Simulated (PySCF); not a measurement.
Species, as SMILES: C#N (CH-N).
Geometry (B3LYP-D3(BJ)/def2-TZVP, fixed):
```
C
N 1 1.1462
H 1 1.0667 2 180.00
```
Charge 0, spin multiplicity 1.

Basis-set convergence of the mean static polarisability at PBE with PySCF. All functions are spherical. Density fitting with generated auxiliary sets. No added dispersion term, no relativity. Reference: the value in d-aug-cc-pVTZ, 17.45 bohr³, itself unsure by roughly 0.2 % (its mean distance from aug-pcseg-3, aug-cc-pVQZ, aug-pcseg-2). Deviations are taken from unrounded values.

```json
[
 {"basis": "cc-pVDZ", "functions": "33", "mean static polarisability (bohr³)": "12.31"},
 {"basis": "aug-cc-pVDZ", "functions": "55", "mean static polarisability (bohr³)": "17.03"},
 {"basis": "def2-SVP", "functions": "33", "mean static polarisability (bohr³)": "12.10"},
 {"basis": "def2-SVPD", "functions": "48", "mean static polarisability (bohr³)": "16.46"},
 {"basis": "pcseg-1", "functions": "33", "mean static polarisability (bohr³)": "12.71"},
 {"basis": "aug-pcseg-1", "functions": "55", "mean static polarisability (bohr³)": "17.26"},
 {"basis": "6-311G**", "functions": "42", "mean static polarisability (bohr³)": "12.84"},
 {"basis": "6-311+G**", "functions": "50", "mean static polarisability (bohr³)": "14.67"},
 {"basis": "def2-TZVP", "functions": "68", "mean static polarisability (bohr³)": "15.15"},
 {"basis": "def2-TZVPD", "functions": "83", "mean static polarisability (bohr³)": "17.24"},
 {"basis": "cc-pVTZ", "functions": "74", "mean static polarisability (bohr³)": "14.64"},
 {"basis": "aug-cc-pVTZ", "functions": "115", "mean static polarisability (bohr³)": "17.37"},
 {"basis": "pcseg-2", "functions": "74", "mean static polarisability (bohr³)": "15.02"},
 {"basis": "aug-pcseg-2", "functions": "115", "mean static polarisability (bohr³)": "17.38"},
 {"basis": "def2-TZVPP", "functions": "76", "mean static polarisability (bohr³)": "15.21"},
 {"basis": "def2-TZVPPD", "functions": "91", "mean static polarisability (bohr³)": "17.24"},
 {"basis": "cc-pVQZ", "functions": "140", "mean static polarisability (bohr³)": "15.93"},
 {"basis": "aug-cc-pVQZ", "functions": "206", "mean static polarisability (bohr³)": "17.43"},
 {"basis": "def2-QZVPP", "functions": "144", "mean static polarisability (bohr³)": "16.31"},
 {"basis": "def2-QZVPPD", "functions": "159", "mean static polarisability (bohr³)": "17.41"},
 {"basis": "pcseg-3", "functions": "153", "mean static polarisability (bohr³)": "16.80"},
 {"basis": "aug-pcseg-3", "functions": "219", "mean static polarisability (bohr³)": "17.44"}
]
```

What the diffuse functions change, pair by pair:
- cc-pVDZ to aug-cc-pVDZ: 22 more functions, deviation -29.4 to -2.4 %
- def2-SVP to def2-SVPD: 15 more functions, deviation -30.7 to -5.7 %
- pcseg-1 to aug-pcseg-1: 22 more functions, deviation -27.2 to -1.1 %
- 6-311G** to 6-311+G**: 8 more functions, deviation -26.4 to -16.0 %
- def2-TZVP to def2-TZVPD: 15 more functions, deviation -13.2 to -1.2 %
- cc-pVTZ to aug-cc-pVTZ: 41 more functions, deviation -16.1 to -0.5 %
- pcseg-2 to aug-pcseg-2: 41 more functions, deviation -14.0 to -0.4 %
- def2-TZVPP to def2-TZVPPD: 15 more functions, deviation -12.8 to -1.2 %
- cc-pVQZ to aug-cc-pVQZ: 66 more functions, deviation -8.7 to -0.1 %
- def2-QZVPP to def2-QZVPPD: 15 more functions, deviation -6.5 to -0.3 %
- pcseg-3 to aug-pcseg-3: 66 more functions, deviation -3.7 to -0.1 %

They bring the value nearer the reference by more than 0.2 % in 11 of 11 pairs.
